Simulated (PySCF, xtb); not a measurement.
**Two isomers of H3SSi2+**

Structure X is `[SiH]1=[S+][SiH2]1`, a singlet and structure Y is `[SiH3][Si]#[S+]`, a singlet. Both are isolated ions in the gas phase, relaxed with B3LYP-D3(BJ)/def2-SVP.

X (Å):

```xyz
6

S     0.2899   -1.8522    0.1696
Si   -0.9987   -1.3616    1.6955
Si   -1.0121   -0.0325   -0.1341
H    -1.1470   -2.0972    2.9752
H    -2.0959   -0.2166   -1.1187
H    -0.2885    1.2519   -0.0647
```

Y (Å):

| atom | x (Å) | y (Å) | z (Å) |
| --- | --- | --- | --- |
| S | -0.8102 | -2.7002 | -2.0055 |
| Si | -0.0999 | 0.3589 | 0.9819 |
| Si | -0.4992 | -1.3546 | -0.6915 |
| H | 0.1663 | 1.5276 | 0.1134 |
| H | 1.0620 | -0.2225 | 1.6911 |
| H | -1.3945 | 0.3430 | 1.6994 |

Question: Estimate E(Y) − E(X) at the level CCSD(T)/def2-SVP + ΔMP2/def2-TZVPP.

Answer: CCSD(T)/def2-SVP + ΔMP2/def2-TZVPP gives E(Y) − E(X) = +15.4 kJ/mol, favouring structure X, but this leans on the basis-set step: CCSD(T) alone gives −4.8 kJ/mol.

How the difference moves with the method:

```json
{"level": "GFN2-xTB", "geometry": "GFN2-xTB", "E(Y) − E(X) (kJ/mol)": "−63.5", "departure from the last row (kJ/mol)": "−79.0", "job, with rough time for the two": "optimisation, 0.22 s"}
{"level": "HF/STO-3G", "geometry": "GFN2-xTB", "E(Y) − E(X) (kJ/mol)": "−55.2", "departure from the last row (kJ/mol)": "−70.7", "job, with rough time for the two": "single point, 1.3 s"}
{"level": "r2SCAN-D4/def2-SVP", "geometry": "GFN2-xTB", "E(Y) − E(X) (kJ/mol)": "+21.3", "departure from the last row (kJ/mol)": "+5.8", "job, with rough time for the two": "single point, 9.3 s"}
{"level": "B3LYP-D3(BJ)/def2-SVP", "geometry": "B3LYP-D3(BJ)/def2-SVP", "E(Y) − E(X) (kJ/mol)": "+8.5", "departure from the last row (kJ/mol)": "−6.9", "job, with rough time for the two": "optimisation, 35 s"}
{"level": "HF/def2-SVP", "geometry": "B3LYP-D3(BJ)/def2-SVP", "E(Y) − E(X) (kJ/mol)": "+9.2", "departure from the last row (kJ/mol)": "−6.3", "job, with rough time for the two": "part of the CCSD(T) run"}
{"level": "MP2/def2-SVP", "geometry": "B3LYP-D3(BJ)/def2-SVP", "E(Y) − E(X) (kJ/mol)": "−0.8", "departure from the last row (kJ/mol)": "−16.2", "job, with rough time for the two": "part of the CCSD(T) run"}
{"level": "CCSD(T)/def2-SVP", "geometry": "B3LYP-D3(BJ)/def2-SVP", "E(Y) − E(X) (kJ/mol)": "−4.8", "departure from the last row (kJ/mol)": "−20.2", "job, with rough time for the two": "single point"}
{"level": "CCSD(T)/def2-SVP + ΔMP2/def2-TZVPP", "geometry": "B3LYP-D3(BJ)/def2-SVP", "E(Y) − E(X) (kJ/mol)": "+15.4", "departure from the last row (kJ/mol)": "", "job, with rough time for the two": "single point, 15 s"}
```

As drawn, Y has 1 S≡Si in place of 1 S=Si, 1 S–Si. Structure X has a 3-membered ring, Y no ring.

GFN2-xTB, HF/STO-3G, CCSD(T)/def2-SVP put the two in the other order. MP2/def2-SVP finds them nearly level. The largest departure from CCSD(T)/def2-SVP + ΔMP2/def2-TZVPP is that of GFN2-xTB, 79.0 kJ/mol. The last row adds to CCSD(T) the change of the MP2 difference between the two basis sets, here +20.2 kJ/mol, a large step that makes the value less sure.

With thermal terms from frequencies at re-optimised GFN2-xTB minima (ideal gas, soft modes damped towards free rotors, one conformer each, 298.15 K, 1 atm): the zero-point term adds +1.8 kJ/mol; ΔH is +17.2 and ΔG +19.9 kJ/mol.

The T1 diagnostic of structures X and Y is large, so the coupled-cluster value is less sure. The correlated steps freeze 15 core orbitals. Run with PySCF 2.14.0, xtb 6.7.1; the last row on 2 threads of Intel(R) Xeon(R) CPU @ 2.60GHz (Ice Lake) on a shared host.
